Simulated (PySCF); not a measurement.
**Sulfur: a sound run and one with changed settings**

Sound run: S [Ne] 3s2 3p4, S⁺ [Ne] 3s2 3p3. Calculation: PySCF 2.14, in cc-pVTZ-DK; scalar relativity by spin-free X2C-1e. The sound run starts from symmetry-adapted Hartree-Fock orbitals and uses a fine grid where one is needed.

Changed run: 14 angular points. This setting is unsound on purpose.

```tsv
species	method	sound run (hartree)	changed run (hartree)	converged
S	UHF	-398.59017	-398.59017	yes
S	M06-L	-399.19082	-399.19123	yes
S	r2SCAN	-399.17727	-399.17826	yes
S⁺	UHF	-398.25151	-398.25151	yes
S⁺	M06-L	-398.81635	-398.81635	yes
S⁺	r2SCAN	-398.79656	-398.79656	yes
```

Ionisation energy of S:

```
method  sound run (eV)  changed run (eV)
   UHF           9.216             9.216
 M06-L          10.190            10.201
r2SCAN          10.359            10.387
```

A coarse angular grid integrates products of high-l functions wrongly, so density functionals can shift, and the SCF can exploit the error; Hartree-Fock and MP2 need no grid.

For comparison, NIST gives 10.360 eV between the lowest levels.
